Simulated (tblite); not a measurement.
**Question.** What does the GFN2-xTB structure of InChI=1S/C5H7S/c1-6-5-3-2-4(3)5/h2-5H,1H3/t3-,4+,5+ look like in three dimensions? (Doublet state.)

**Answer.** 
```
atom  x, y, z in Å
C1     2.408    0.272   -0.119
S2     1.192   -1.055    0.119
C3    -0.214   -0.250   -0.675
C4    -1.561   -0.868   -0.525
C5    -2.352    0.343   -0.710
C6    -1.202    0.480    0.175
H7     2.062    1.173    0.380
H8     3.335   -0.069    0.328
H9     2.547    0.450   -1.182
H10    0.063    0.170   -1.636
H11   -1.790   -1.832   -0.112
H12   -3.381    0.469   -0.427
H13   -1.111    0.717    1.219
```

Orientation and origin are arbitrary. Atoms count from 1 in this order. C5 (carbon bonded to 2 C and H) is pyramidal (angles 125.8°, 125.7° and 64.7°, sum 316.2°, 0.45 Å off the plane of its three neighbours). The 3-membered ring C4–C5–C6 has internal angles of 57.6° to 64.7°. The 5 C–C bonds span 1.457 Å (C5–C6, drawn single) to 1.561 Å (C4–C6, drawn single), a spread of 0.104 Å. The 3-membered ring C3–C4–C6 has internal angles of 58.3° to 63.1°.

Bonds between heavy atoms (Å): C1–S2 1.815, S2–C3 1.805, C3–C4 1.489, C4–C5 1.458, C5–C6 1.457, C3–C6 1.494, C4–C6 1.561.

The geometry is computed with GFN2-xTB (gas phase). This method treats the open shell by occupation alone, without spin polarisation.

Point group: C1 (no symmetry element, even within 0.4 Å). Its GFN2-xTB frequencies are all real (lowest 43 cm⁻¹). Torsions: C1–S2–C3–C4 -169°.

Time: 0.61 s wall. Hardware: one thread of an Arm Neoverse N1, shared host with 64 logical CPUs at a one-minute load of 61. These figures are those of the optimisation.

One conformer stands for the species.
